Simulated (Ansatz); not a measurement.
Ti, hcp: geometry optimisation

Level of theory: DFT, revPBE, plane waves (420 eV) with PAW, scalar-relativistic in Ansatz 0.2.0. The PAW files were generated under PBE, with cores re-solved for the functional.

k-point mesh 12×12×7, Fermi-Dirac smearing 0.1 eV, no spin polarisation. Cell and atoms relax.

Starting structure:

```yaml
crystal:
  lattice:
    - [2.9499978604, 0.0, 0.0]
    - [-1.4749989302, 2.5547730882, 0.0]
    - [0.0, 0.0, 4.686]
  atoms:
    - { symbol: Ti, position: [0.3333333333, 0.6666666667, 0.25] }
    - { symbol: Ti, position: [0.6666666667, 0.3333333333, 0.75] }
hamiltonian:
  xc: revpbe
  pseudopotentials:
    kind: paw
    azcp:
      Ti: "pseudopotentials/Ti.paw.azcp"
basis:
  ecutwfc: 420
  fft_grid_basis: typed
kpoints:
  mp_grid: { grid: [12, 12, 7], shift: [0, 0, 0] }
magnetization:
  spin_polarized: false
scf:
  occupations: { method: fermi_dirac, width: 0.1 }
relax:
  max_steps: 60
  f_tol: 0.01
  cell: {}
```

Problem. What cell does the relaxation end in?

Solution. P6_3/mmc with a = 2.960 Å, c = 4.688 Å (c/a = 1.584); 17.79 Å³ per atom against 17.66 at the start (0.7 %).

Problem. How much energy does the relaxation gain?

Solution. 0.3 meV per atom.

Path of the relaxation (the plane waves are chosen anew near the end, which can shift the energy a little):

```
step  E − E(final) (meV/atom)  V (Å³/atom)  P (GPa)  max force (eV/Å)
   0                     0.34       17.658     0.77             0.000
   1                     0.02       17.788    -0.02             0.000
   2                     0.02       17.786    -0.01             0.000
   3                     0.00       17.786    -0.01             0.000
```
